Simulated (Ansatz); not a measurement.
Frontier orbitals of `C1=CCCCC1`.

Cartesian coordinates in Å:
```
C 0.004 1.541 -0.088
C -0.844 1.020 0.793
C -1.010 -0.452 1.008
C -0.365 -1.266 -0.105
C 1.015 -0.721 -0.442
C 0.923 0.717 -0.935
H 0.050 2.620 -0.208
H -1.460 1.684 1.394
H -2.075 -0.693 1.086
H -0.576 -0.729 1.979
H -0.306 -2.320 0.180
H -0.996 -1.215 -1.000
H 1.507 -1.348 -1.191
H 1.641 -0.753 0.457
H 0.574 0.738 -1.977
H 1.917 1.177 -0.952
```

The species carries charge 0 and has multiplicity 1. The geometry is a stationary point of PBE0-D4/def2-TZVP. Basis def2-TZVPP, Ansatz 0.2.0.

Orbital energies of one run (eV). Highest occupied ones, from the top: -6.34, -7.93, -8.27, -8.55, -10.01, -10.04, -10.30, -10.79, -11.34, -11.87, -13.20, -13.64, -16.10, -16.67. Empty: 0.28, 1.46, 2.36, 2.53, 2.75, 3.21.

Task: Which functional gave them?
A. BLYP
B. CAM-B3LYP
C. r2SCANh
D. B97M-V

Result: C. HOMO energies: r2SCANh -6.34, CAM-B3LYP -8.17, BLYP -5.60, B97M-V -5.96 eV.
